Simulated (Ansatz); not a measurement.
# SiNH4+ (triplet): wave-function methods side by side, cc-pVDZ

An exercise on one series of results from a longer session: the logs are not shown, and one member is left open.

The runs use Ansatz 0.2.0, Gaussian basis; cc-pVDZ, core rule «outside noble gas», up to 6 orbitals frozen.

Plan: UHF; CCSD(T) on ROHF; CCSD(T) on UHF; BCCD(T) on ROHF; CISD; CCSDT(Q) on ROHF; CCSDT(Q) on UHF.

21 further runs of the same task are left out: 1 for a known fault of the program, 11 that didn't finish, 9 set aside as unsound or not needed.

## The geometry

The geometry is a PBE0/def2-TZVP stationary point (not a proven minimum) of the parent state, kept for this charge and spin.

6 atoms, charge 1, spin multiplicity 3.

Atoms are counted from 1 here; the program's logs count them from 0.

Bond lengths: Si1–N2 1.725 Å, Si1–H3 1.493 Å, Si1–H4 1.493 Å, N2–H5 1.008 Å, N2–H6 1.008 Å. Angles: N2–Si1–H3 107.3°, N2–Si1–H4 107.3°, H3–Si1–H4 110.5°, Si1–N2–H5 119.9°, Si1–N2–H6 119.9°, H5–N2–H6 110.9°.

Set-up of the first run:

Input file in.yaml:

```yaml
crystal:
  periodic: [false, false, false]
  atoms:
    - {symbol: Si, position_ang: [-0.090650, 0.000000, 0.595316]}
    - {symbol: N, position_ang: [0.112778, 0.000000, -1.117785]}
    - {symbol: H, position_ang: [0.579153, -1.226824, 1.121000]}
    - {symbol: H, position_ang: [0.579153, 1.226824, 1.121000]}
    - {symbol: H, position_ang: [-0.099805, -0.830073, -1.648445]}
    - {symbol: H, position_ang: [-0.099805, 0.830073, -1.648445]}
basis:
  gaussian: {orbitals: cc-pVDZ}
total_charge: 1
magnetization: {spin_polarized: true, initial_magnetization: 2}
hamiltonian: {xc: hf}
output: {orbitals: {seedname: orbitals}}
```

Run with:

```sh
> ansatz run in.yaml --threads 1 --pin off --events-out ev --progress --plain --max-ram 2393MiB
```

Among the steps run: UHF; CCSD(T) on ROHF; CCSD(T) on UHF; BCCD(T) on ROHF; CISD; CCSDT(Q) on ROHF; CCSDT(Q) on UHF.

One table of the session follows, with a row left open; its other results are not shown here.

| method | from UCCSDT(Q) (kcal/mol) |
| --- | --- |
| ROHF | ? |
| UHF | +158.83 |
| RMP2 | +26.90 |
| UMP2 | +26.83 |
| CISD | +14.55 |
| RCCSD | +3.67 |
| UCCSD | +3.61 |
| RCCSD(T) | +0.70 |
| UCCSD(T) | +0.68 |
| BCCD(T) | +0.69 |
| RCCSDT | +0.19 |
| UCCSDT | +0.16 |
| RCCSDT(Q) | +0.02 |
| UCCSDT(Q) | 0 |

Estimate the missing values for ROHF.

As computed: from UCCSDT(Q) (kcal/mol): +162.14. In the column «from UCCSDT(Q) (kcal/mol)» it is the highest.

Limits of these values: Restricted and unrestricted rows rest on different reference determinants; where their highest levels disagree by more than a few hundredths of an eV, they describe different states and don't form one ladder.
